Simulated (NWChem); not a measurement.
# One site exchanged: H, Cl, I, Br

Each species was optimised at PBE0/def2-SVP with NWChem, gas phase unless a solvent is named. This build's default masses of Se (78.918 u) and Br (79.917 u) are each other's, which moves their modes by up to 0.6 %. For some, no frequency run checked for a minimum. def2 effective core potentials on I; no spin-orbit coupling.

A: [SiH4] (SiH₄)
B: [SiH3]Cl (SiH₃Cl)
C: [SiH3]I (SiH3I)
D: [SiH3]Br (SiH3Br)

```
quantity                                                  A (H)  B (Cl)  C (I)  D (Br)
--------------------------------------------------------  -----  ------  -----  ------
Pauling electronegativity of the site (pymatgen's table)   2.20    3.16   2.66    2.96
electrons in the molecule                                    18      34     70      52
dipole (D), PBE0/def2-SVP                                  0.00    1.38   1.30    1.38
orbital gap (eV), PBE0/def2-SVP                           11.31    9.12   6.97    8.26
static polarisability, PBE/def2-SVPD (bohr³)               32.9    44.1   66.6    52.2
lowest singlet excitation, PBE/def2-SVPD, TDA (eV)         8.55    6.68   5.02    5.99
```

“Dipole (D), PBE0/def2-SVP” runs from 0.00 in A (H) to 1.38 in B (Cl). “Orbital gap (eV), PBE0/def2-SVP” runs from 6.97 in C (I) to 11.31 in A (H), falling in step with the number of electrons. “Static polarisability, PBE/def2-SVPD (bohr³)” runs from 32.9 in A (H) to 66.6 in C (I), rising in step with the number of electrons. “Lowest singlet excitation, PBE/def2-SVPD, TDA (eV)” runs from 5.02 in C (I) to 8.55 in A (H), falling in step with the number of electrons. The order by orbital gap (eV) is the same as the order by lowest singlet excitation.

These are trends among computed rows of three or four species; they are not measurements.
